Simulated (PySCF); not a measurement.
H6NSi2 (doublet state).
Numbering: `[NH2:1][SiH2:2][SiH2:3]` (hydrogens: H4, H5 on N1; H6, H7 on Si2; H8, H9 on Si3)

Geometry (GFN2-xTB, Å), atoms numbered from 1 in this order:
```
atom  x, y, z in Å
N1    -1.3956    0.7391   -0.1165
Si2   -0.3234   -0.4751    0.4923
Si3    1.6650   -0.0067   -0.5021
H4    -1.4372    0.9040   -1.1088
H5    -2.3246    0.7890    0.2683
H6    -0.5163   -0.3497    1.9461
H7    -0.7254   -1.8596    0.1570
H8     2.7286   -1.0141   -0.4230
H9     2.3426    1.2791   -0.3112
```

The hyperfine couplings belong to this conformer and change with its torsions.

Method used: UKS B3LYP, pcH-1 on H N Si, non-relativistic, mean-field spin-orbit, GIAO (PySCF). Geometry: GFN2-xTB, one conformer, isolated molecule. The geometry wasn't refined by DFT: couplings that depend on bond lengths, twists or pyramidal angles can differ widely from those at the functional's own minimum, by a factor of two or more for some ions and for spin on atoms past the first row. The SCF solution wasn't tested for stability.

Computed for the main isotopes (class means, splittings of 0.05 mT or more): g = 2.0043; H6/H7 1H +30.1 MHz (1.07 mT); H8/H9 1H -7.0 MHz (0.25 mT); 9 first-order lines, 2.65 mT wide.

Q: What changes when 1H at H6/H7 is replaced by 2H at both sites?

A: The spin density stays the same (vibrational effects aside), so a scales with the nuclear g factor: 0.85744/5.58569 = 0.1535, so a goes from +30.1 to +4.6 MHz (0.165 mT). The spin goes from 1/2 to 1, so the 1:2:1 triplet becomes a 1:2:3:2:1 quintet. The spectrum then has 15 first-order lines over 1.16 mT.

Lines closer than 0.012 mT are merged, which leaves 13.

Lines, offset from centre (mT) (relative intensity): -0.58 (1), -0.42 (2), -0.33 (2), -0.25 (3), -0.16 (4), -0.08 (3), 0.00 (6), +0.08 (3), +0.16 (4), +0.25 (3), +0.33 (2), +0.42 (2), +0.58 (1)

Q: Give position and intensity of the satellites from 29Si at Si3.

A: a = -304.6 MHz, or 10.86 mT in magnitude, and I = 1/2, so to first order each main line has two satellites, at ±5.43 mT. The isotope's abundance is about 4.7 %, shared among 2 lines, so each has 2.5 % of the main line's intensity. At 340 mT second-order shifts move them to lower field by up to 0.09 mT.

Q: Give position and intensity of the satellites from 29Si at Si2.

A: a = -11.9 MHz, or 0.42 mT in magnitude, and I = 1/2, so to first order each main line has two satellites, at ±0.21 mT. The isotope's abundance is about 4.7 %, shared among 2 lines, so each has 2.5 % of the main line's intensity.

Means are taken over nuclei equivalent by connectivity, which assumes that they swap fast. The 1H value of +30.1 MHz is a mean of couplings from -5.6 to 65.9 MHz in this one geometry, not an average over conformers. The 1H value of -7.0 MHz is a mean of couplings from -12.5 to -1.6 MHz in this one geometry, not an average over conformers.

Time: 17 s (with the writing of density and orbital grids); peak memory 0.59 GiB. Hardware: Arm Neoverse V1, one thread (shared host).
